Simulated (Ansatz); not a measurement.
# AlO₂ (doublet): wave-function methods side by side, def2-TZVPP

One table from this session's results is given with a row withheld; the runs are named, their logs left out.

Computed with Ansatz 0.2.0, Gaussian basis. Level: def2-TZVPP, core rule «outside noble gas», up to 7 orbitals frozen.

Plan: UHF; ROHF; CCSD(T) on UHF.

2 further runs of the same task are left out: 2 set aside as unsound or not needed.

### What is computed

The geometry is a PBE0/def2-TZVP stationary point (not a proven minimum).

3 atoms, charge 0, spin multiplicity 2.

Atoms are counted from 1 here; the program's logs count them from 0.

Bond lengths: Al1–O2 1.733 Å, O2–O3 1.294 Å. Angles: Al1–O2–O3 180.0°.

Set-up of the first run:

in.yaml reads:

```yaml
crystal:
  periodic: [false, false, false]
  atoms:
    - {symbol: Al, position_ang: [0.000000, 0.000000, 1.586946]}
    - {symbol: O, position_ang: [0.000000, 0.000000, -0.146400]}
    - {symbol: O, position_ang: [0.000000, 0.000000, -1.440545]}
basis:
  gaussian: {orbitals: def2-TZVPP}
magnetization: {spin_polarized: true, initial_magnetization: 1}
hamiltonian: {xc: hf}
output: {orbitals: {seedname: orbitals}}
```

On the command line:

```sh
$ ansatz run in.yaml --threads 1 --pin off --events-out ev --progress --plain --max-ram 4096MiB --backend cpu
```

Steps of the session up to this table: UHF; ROHF; CCSD(T) on UHF.

One table of the session follows, with a row left open; its other results are not shown here.

It belongs to the step «Misses and costs». 

```
  method  from UCCSD(T) (kcal/mol)
    ROHF                   +332.66
     UHF                         ?
    UMP2                    +26.28
   UCCSD                    +12.75
UCCSD(T)                         0
```

**Question.** Estimate the row for UHF.

**Answer.** from UCCSD(T) (kcal/mol): +328.44. In the column «from UCCSD(T) (kcal/mol)» it lies between UMP2 (+26.28) and ROHF (+332.66).

With the free atoms at the same levels and basis (separate runs), the atomisation energy is 6.980 eV at UCCSD(T), 3.183 eV at ROHF.
